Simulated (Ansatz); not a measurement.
This geometry of CH$_{4}$AlN (7 atoms, charge 0, multiplicity 1) is a first-order saddle point.

Computed with RKS PBE-D4/def2-SVP in Ansatz 0.2.0.

```xyz
7
Properties=species:S:1:pos:R:3
C -0.455 -0.145 -1.105
N -0.525 0.061 0.895
Al 0.991 -0.590 0.025
H -1.257 -0.257 -0.020
H -0.484 0.871 -1.567
H -0.620 1.051 1.179
H 2.411 -1.059 0.547
```

(1) Which two structures does it join? (They come from a converged band through this point; their orientation in space is the band's.)

(2) How far does it lie above each of them?

## Answers

(1) Bonds broken: C1–H4. Bonds formed: N2–H4.

Initial state:

```xyz
7
Properties=species:S:1:pos:R:3
C -0.593 -0.018 -0.617
N -0.124 0.515 0.712
Al 1.111 -0.586 0.150
H -1.503 -0.659 -0.597
H -0.661 0.719 -1.447
H -0.684 1.184 1.242
H 2.517 -1.223 0.511
```

Final state:

```xyz
7
Properties=species:S:1:pos:R:3
C -0.048 0.373 -0.919
N -0.623 0.082 0.451
Al 1.266 -0.507 -0.094
H -1.452 -0.536 0.475
H -0.640 0.918 -1.668
H -0.841 0.904 1.039
H 2.399 -1.303 0.670
```

(2) 2.71 eV above the first and 1.55 eV above the second. This is the barrier of this one path; another mechanism may lie lower. The orbitals stay closed-shell, which can raise the energy where a bond breaks towards radicals; this wasn't checked here.

Run time: 62 s on 1 thread of Intel(R) Xeon(R) 6975P-C (Granite Rapids) (shared host), peak memory 0.14 GiB.
